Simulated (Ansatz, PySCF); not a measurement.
Reaction (SMILES): Cl[C](Cl)Cl -> Cl[C](Cl)Cl as singlet, charge +1 + e-
Geometries: B3LYP-D3(BJ)/def2-TZVP minima from Ansatz (a quantum-chemistry and plane-wave program). A spin state is the lowest found, not a proven ground state.

Wanted: adiabatic ionisation energy (0 K, with B3LYP-D3(BJ) harmonic zero-point energies from PySCF), in eV. Correlated levels leave the core frozen unless marked. Open shells are spin-unrestricted. Spin-orbit coupling is left out. No relativistic terms. Basis-set limits of correlation are two-point, X^-3; Hartree-Fock from the larger set. [CCSD(T)-MP2]/basis is that difference in the basis named.

```
level                                                                 program  adiabatic ionisation energy (eV)
-------------------------------------------------------------  --------------  --------------------------------
HF-D3(BJ)/def2-TZVPD                                            PySCF + dftd3                               ___
PBE/def2-TZVPD                                                         Ansatz                              7.86
revPBE/def2-TZVPD                                                      Ansatz                               ___
PBE0-D4/def2-TZVPD                                             Ansatz + dftd4                              8.09
r2SCAN0-D4/def2-TZVPD                                          Ansatz + dftd4                              8.25
HSE06-D3(BJ)/def2-TZVPD                                        Ansatz + dftd3                              8.07
LC-wPBE-D4/def2-TZVPD                                          Ansatz + dftd4                               ___
SCS-MP2/STO-3G                                                         Ansatz                              7.17
SCS-MP2/6-31G                                                          Ansatz                              8.26
SCS-MP2/cc-pwCVTZ                                                      Ansatz                              7.79
CCSD/STO-3G                                                            Ansatz                              7.21
CCSD/6-31G*                                                            Ansatz                               ___
RI-MP2/CBS(cc-pV(T+d)Z,cc-pV(Q+d)Z)+[CCSD(T)-MP2]/cc-pV(T+d)Z          Ansatz                              8.09
```

**Question.** What belongs in the gaps?

**Answer.** 
- HF-D3(BJ)/def2-TZVPD, adiabatic ionisation energy (eV): 8.00
- revPBE/def2-TZVPD, adiabatic ionisation energy (eV): 7.85
- LC-wPBE-D4/def2-TZVPD, adiabatic ionisation energy (eV): 8.37
- CCSD/6-31G*, adiabatic ionisation energy (eV): 7.87
